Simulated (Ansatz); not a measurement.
# H4O2Si: the cost of one run

All numbers below are computed with Ansatz 0.2.0 (RKS BLYP-D4/def2-SVP).

### 1 The system as given

Bond lengths: Si1–H2 1.660 Å, Si1–H3 1.660 Å, Si1–O4 1.679 Å, O4–H5 1.010 Å, Si1–O6 1.679 Å, O6–H7 1.010 Å. Angles: H2–Si1–H3 35.4°, H2–Si1–O4 123.4°, H2–Si1–O6 123.4°, H3–Si1–O4 123.4°, H3–Si1–O6 123.4°, O4–Si1–O6 109.5°, Si1–O4–H5 109.5°, Si1–O6–H7 109.5°.

As a file:

```xyz
7

Si    0.0000    0.0000    0.0000
H     0.9994    0.0000    1.3254
H     1.5827    0.0000    0.5009
O    -0.7913    1.3709   -0.5594
H    -1.7491    1.1401   -0.7818
O    -0.7913   -1.3709   -0.5594
H    -1.2459   -1.8365    0.2129
```

### 2 Pulling towards end A

Springs on the bonds that form and break draw the guess towards this end; the thresholds are loose.

Contents of input.yaml:

```yaml
crystal:
  periodic: [false, false, false]
  atoms:
    - { symbol: Si, position_ang: [0.0, 0.0, 0.0] }
    - { symbol: H, position_ang: [0.9994, 0.0, 1.3254] }
    - { symbol: H, position_ang: [1.5827, 0.0, 0.5009] }
    - { symbol: O, position_ang: [-0.7913, 1.3709, -0.5594] }
    - { symbol: H, position_ang: [-1.7491, 1.1401, -0.7818] }
    - { symbol: O, position_ang: [-0.7913, -1.3709, -0.5594] }
    - { symbol: H, position_ang: [-1.2459, -1.8365, 0.2129] }
basis:
  gaussian: { orbitals: def2-SVP }
hamiltonian:
  xc: blyp
  dispersion: d4
relax:
  f_tol: 0.15
  max_steps: 25
  restrain:
    - { distance: [1, 2], at: 1.86, k: 30.0 }
    - { distance: [0, 1], at: 1.46, k: 30.0 }
    - { distance: [0, 2], at: 1.46, k: 30.0 }
```

Launch:

```bash
ansatz run input.yaml --threads 1 --pin off --max-ram 2048MiB --backend cpu --events-out ev --progress --plain --runs-dir out
```

**Question.** How long does this run take on 1 thread of Intel Xeon Platinum 8488C (Sapphire Rapids), shared host, and how much memory does it need?

About 16 s, with a peak of 0.13 GiB.
